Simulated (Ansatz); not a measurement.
One change: `C1NCO1` becomes `C1NCS1`.

Ansatz, PBE0-D4/def2-TZVP geometries, multiplicity 1. 

```csv
property,`C1NCO1`
HOMO energy (PBE/def2-TZVPP) / eV,-5.24
zero-point energy (PBE0-D4/def2-TZVP) / kJ/mol,200.1
LUMO energy (PBE/def2-TZVPP) / eV,0.12
HOMO energy (B3LYP/def2-TZVPP) / eV,-6.52
HOMO–LUMO gap (B3LYP/def2-TZVPP) / eV,7.18
size of the dipole moment (ωB97M-V/def2-TZVPP) / D,1.77
```

(1) Give the same properties after the change, and the shifts. (Estimate.)

Answers

(1) The calculation gave: 
| property | `C1NCS1` | shift |
| --- | --- | --- |
| HOMO energy (PBE/def2-TZVPP) / eV | -5.00 | 0.24 |
| zero-point energy (PBE0-D4/def2-TZVP) / kJ/mol | 192.2 | -7.9 |
| LUMO energy (PBE/def2-TZVPP) / eV | -1.10 | -1.22 |
| HOMO energy (B3LYP/def2-TZVPP) / eV | -6.06 | 0.46 |
| HOMO–LUMO gap (B3LYP/def2-TZVPP) / eV | 5.73 | -1.45 |
| size of the dipole moment (ωB97M-V/def2-TZVPP) / D | 1.95 | 0.18 |

With PBE0 the HOMO rises by 0.44 eV and the LUMO falls by 1.08 eV, so the gap narrows by about 1.52 eV. PBE moves the HOMO by 0.24 eV and ωB97M-V by 0.57 eV. Dipoles are sizes alone; their direction can turn.

B3LYP here is the variant with VWN-RPA as its local correlation; programs differ in this.
